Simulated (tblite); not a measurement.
Compound: C6H8.
Cartesian coordinates in Å at the GFN2-xTB level; atoms count from 1:
```
atom  x, y, z in Å
C1    -2.9572    0.9024   -0.4330
C2    -1.8929    0.3180    0.1136
C3    -0.5372    0.5984   -0.2776
C4     0.5374    0.0108    0.2741
C5     1.8927    0.2930   -0.1175
C6     2.9572   -0.2894    0.4306
H7    -3.9604    0.6720   -0.1190
H8    -2.8572    1.6341   -1.2179
H9    -2.0217   -0.4150    0.9001
H10   -0.4023    1.3306   -1.0641
H11    0.4032   -0.7213    1.0611
H12    2.0216    1.0253   -0.9046
H13    2.8560   -1.0212    1.2152
H14    3.9602   -0.0582    0.1168
```

Level: GFN2-xTB in tblite, geometry and Hessian alike; calculated harmonic values, unscaled, isolated species. Errors from tens to a few hundred cm⁻¹ against measured bands are possible. One conformer, not necessarily the lowest.

Harmonic wavenumbers (cm⁻¹): 85.6, 147.3, 193.0, 230.0, 346.7, 444.1, 528.5, 581.2, 676.7, 808.5, 877.3, 879.9, 934.7, 966.8, 967.3, 1009.8, 1041.3, 1161.0, 1190.8, 1226.5, 1281.5, 1284.3, 1310.7, 1404.6, 1418.2, 1627.4, 1641.9, 1667.6, 3046.1, 3047.9, 3054.1, 3063.0, 3101.5, 3102.0, 3131.9, 3132.9.

A = 26807, B = 1360, C = 1294 MHz; mass 80.063 u (most abundant isotopes); point group C2h, symmetry number 2.

Problem. Zero-point energy?

Solution. ½Σν̃ = 25306 cm⁻¹ = 302.73 kJ/mol.

Problem. Give the ideal-gas entropy at 298.15 K and 1 bar in the rigid-rotor, harmonic-oscillator model (classical rotation).

Solution. Translation 163.52, rotation 104.38, vibration 63.69: S = 331.6 J/(mol K).

Problem. And Cp and H(298.15 K) − H(0)?

Solution. Cp = 111.52 J/(mol K), of which vibrations give 78.27 (their classical limit is 36 R = 299.3); H(298.15 K) − H(0) = 20.75 kJ/mol without the zero-point energy, 10.84 from vibrations.

Problem. Blend soft modes into free rotors: weight 1/[1 + (100 cm⁻¹/ν̃)⁴] for the oscillator and the rest for a rotor with moment μB/(μ + B), μ = h/(8π²ν), B = 10⁻⁴⁴ kg m². What vibrational entropy results?

Solution. 61.53 J/(mol K) in place of 63.69, which changes −T·S at 298.15 K by +0.64 kJ/mol.

Problem. Which modes carry the vibrational entropy at 298.15 K?

Solution. 85.6 cm⁻¹: 15.72; 147.3 cm⁻¹: 11.33; 193.0 cm⁻¹: 9.20; 230.0 cm⁻¹: 7.86; 346.7 cm⁻¹: 4.94; 444.1 cm⁻¹: 3.41 J/(mol K); the other 30 give 11.23 together.

Problem. What must be added to the electronic energy to get the Gibbs energy at 298.15 K and 1 bar?

Solution. ZPE + [H(298.15 K) − H(0)] − T·S = 302.73 + 20.75 − 98.86 = 224.62 kJ/mol.

Hindered rotation and anharmonicity are outside this model. Other conformers, if any are populated, would add a mixing term that is left out.

Time: 0.28 s of wall time. Hardware: one thread, Arm Neoverse V1 (aarch64), shared host with 32 logical CPUs at a one-minute load of 17. The figure is for the frequency step alone.
